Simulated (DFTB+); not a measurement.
DFTB+ input (SCC-DFTB): The folder sk holds the Slater-Koster set scc that CP2K ships.

```
Geometry = xyzFormat {
12

N     -0.00213402     0.04214599     0.37919140
C     -0.00747060     1.44661146    -0.18378675
C      1.17873129    -0.64720590    -0.07181221
C     -1.17037410    -0.66082446    -0.08351890
H      0.86175233     1.94458640     0.29284521
H     -0.88711575     1.93444762     0.28412978
H      1.27604701    -0.62910707    -1.18225025
H      1.17565772    -1.69085337     0.27324375
H      2.07028400    -0.15669671     0.33315067
H     -1.25682128    -0.64379097    -1.19487271
H     -2.07154558    -0.18070831     0.31251001
H     -1.15863979    -1.70438609     0.26161086
}
Hamiltonian = DFTB {
  SCC = Yes
  SCCTolerance = 1e-8
  MaxSCCIterations = 300
  Charge = -1
  SlaterKosterFiles = Type2FileNames {
    Prefix = "sk/"
    Separator = ""
    Suffix = ".spl"
    LowerCaseTypeName = Yes
  }
  MaxAngularMomentum {
    C = "p"
    H = "s"
    N = "p"
  }
  Filling = Fermi { Temperature [K] = 0 }
}
ParserOptions { ParserVersion = 14 }
```

From the last part of the output:

```

l-shell populations (up)
 Atom Sh.   l       Population
    1   1   0       1.40902623
    1   2   1       3.73156856
    2   1   0       1.40409573
    2   2   1       3.28034484
    3   1   0       1.21830981
    3   2   1       2.80931469
    4   1   0       1.21830981
    4   2   1       2.80931468
    5   1   0       1.03659057
    6   1   0       1.03659057
    7   1   0       1.00388941
    8   1   0       1.02795544
    9   1   0       0.99142240
   10   1   0       1.00388941
   11   1   0       0.99142240
   12   1   0       1.02795544

Orbital populations (up)
 Atom Sh.   l   m       Population  Label
    1   1   0   0       1.40902623  s
    1   2   1  -1       1.08573477  p_y
    1   2   1   0       1.71001789  p_z
    1   2   1   1       0.93581590  p_x
    2   1   0   0       1.40409573  s
    2   2   1  -1       0.77453872  p_y
    2   2   1   0       1.61620167  p_z
    2   2   1   1       0.88960445  p_x
    3   1   0   0       1.21830981  s
    3   2   1  -1       0.91557683  p_y
    3   2   1   0       0.93796444  p_z
    3   2   1   1       0.95577342  p_x
    4   1   0   0       1.21830981  s
    4   2   1  -1       0.91569988  p_y
    4   2   1   0       0.93783998  p_z
    4   2   1   1       0.95577482  p_x
    5   1   0   0       1.03659057  s
    6   1   0   0       1.03659057  s
    7   1   0   0       1.00388941  s
    8   1   0   0       1.02795544  s
    9   1   0   0       0.99142240  s
   10   1   0   0       1.00388941  s
   11   1   0   0       0.99142240  s
   12   1   0   0       1.02795544  s

Fermi level:                         0.3327522777 H            9.0547 eV
Band energy:                        -3.7048788538 H         -100.8149 eV
TS:                                  0.0000000000 H            0.0000 eV
Band free energy (E-TS):            -3.7048788538 H         -100.8149 eV
Extrapolated E(0K):                 -3.7048788538 H         -100.8149 eV
Input / Output electrons (q):     26.0000000000     26.0000000000

Energy H0:                         -10.8163209843 H         -294.3271 eV
Energy SCC:                          0.1721165533 H            4.6835 eV
Total Electronic energy:           -10.6442044311 H         -289.6435 eV
Repulsive energy:                    0.2308196937 H            6.2809 eV
Total energy:                      -10.4133847373 H         -283.3626 eV
Extrapolated to 0:                 -10.4133847373 H         -283.3626 eV
Total Mermin free energy:          -10.4133847373 H         -283.3626 eV
Force related energy:              -10.4133847373 H         -283.3626 eV

Non-constrained calculation

SCC converged

Warning: dipole moment is not defined absolutely!
Dipole moment:    0.01048624   -1.89893907    0.10486014 au
Dipole moment:    0.02665336   -4.82662206    0.26652792 Debye
```

The dipole moment of an ion depends on the origin.
